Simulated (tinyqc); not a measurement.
Hueckel theory of the pi electrons, for the molecule [CH2-]N=CC=O (SMILES; centres numbered as the heavy atoms are written), step by step. One step of it, computed by the program tinyqc.

Task: Orbitals. Diagonalise; E = alpha + x beta with beta < 0, so the largest x are filled first; degenerate levels share their electrons. P = sum n_i c_ri c_si; each orbital has its largest coefficient positive (the first on a tie).

Hueckel matrix in units of beta (H = alpha + beta A):
```
,1C,2N,3C,4C,5O
1C,0.000000,1.000000,0.000000,0.000000,0.000000
2N,1.000000,0.500000,1.000000,0.000000,0.000000
3C,0.000000,1.000000,0.000000,1.000000,0.000000
4C,0.000000,0.000000,1.000000,0.000000,1.000000
5O,0.000000,0.000000,0.000000,1.000000,1.000000
```

pi electrons, sum of z_r less the charge = 6

Give: x values; occupations; coefficients; charge and bond-order matrix P.

Result:

x values: 2.0000  1.4847  0.2985  -0.7232  -1.5600

occupations: 2.0000  2.0000  2.0000  0.0000  0.0000

coefficients:
```
,MO1,MO2,MO3,MO4,MO5
1C,0.2425,-0.3843,-0.5456,0.6447,0.2833
2N,0.4851,-0.5706,-0.1629,-0.4663,-0.4419
3C,0.4851,-0.1775,0.5784,-0.0743,0.6270
4C,0.4851,0.3070,0.3355,0.5200,-0.5362
5O,0.4851,0.6333,-0.4783,-0.3018,0.2095
```

charge and bond-order matrix P:
```
,1C,2N,3C,4C,5O
1C,1.0083,0.8515,-0.2594,-0.3667,0.2704
2N,0.8515,1.1747,0.4848,0.0110,-0.0963
3C,-0.2594,0.4848,1.2027,0.7497,-0.3075
4C,-0.3667,0.0110,0.7497,0.8842,0.5385
5O,0.2704,-0.0963,-0.3075,0.5385,1.7301
```
